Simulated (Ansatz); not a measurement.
**Au–CH₃, singlet: the ladder up to RCCSDT(Q)**

Geometry: displaced at random from a stationary point.

```tsv
atom	x (Å)	y (Å)	z (Å)
Au	-0.1370	0.0016	0.0005
C	1.7090	-0.0052	-0.0001
H	2.1066	-1.0787	-0.0051
H	2.2069	0.4285	0.9048
H	2.0929	0.4004	-0.9971
```

Basis def2-SVP with its core potentials; Ansatz 0.2.0. Only valence electrons are correlated (noble-gas cores frozen), which leaves 18 electrons in 56 orbitals. R marks a restricted (for open shells ROHF) determinant. Active spaces: frontier = (8e, 8o) about the gap. No spin–orbit coupling is included; scalar relativity enters through the core potentials alone. The metal's outer-core shells are frozen, which leaves out core–valence correlation.

Full CI isn't at hand for all of this; RCCSDT(Q) serves as the reference, and is uncertain by about the last step of the cluster series.

```
UHF ⟨S²⟩                          : 0.000
T1 diagnostic (RCCSD)             : 0.0204
largest doubles amplitude (RCCSD) : 0.036
```

```
   level  E − E(RHF) (eV)
    RMP2         -12.3310
   RCCSD         -12.1741
RCCSD(T)         -12.4996
```

Task: Estimate how far RCCSDT(Q) in def2-SVP lies from RCCSD(T). The table doesn't fix it; the size of (T) and the diagnostics are the guide.

Result: RCCSDT(Q) in def2-SVP lies 2.0 kJ/mol below RCCSD(T), which is 6 % of the (T) step (-31.4 kJ/mol). T1 is raised, but (T) still catches most of what CCSD lacks.

The other levels:

| level | E − E(RCCSDT(Q)) (kJ/mol) | share of correlation (%) | wall time |
| --- | --- | --- | --- |
| CISD | 160.2 | 86.73 | 25 s |
| RCCSDT | 1.9 | 99.84 | – |
| CASSCF (frontier space) | 967.0 | 19.96 | – |
| NEVPT2 (frontier space) | 36.1 | 97.01 | 16 s |

The correlation energy at RCCSDT(Q), counted from RHF, is -12.521 eV. That run took 7.8 min on 1 thread of AMD EPYC, shared host.

Times hold each run's SCF and search for its determinant on a shared host, so for small cases they say little of a method's own cost; they ran on 1 thread of AMD EPYC.
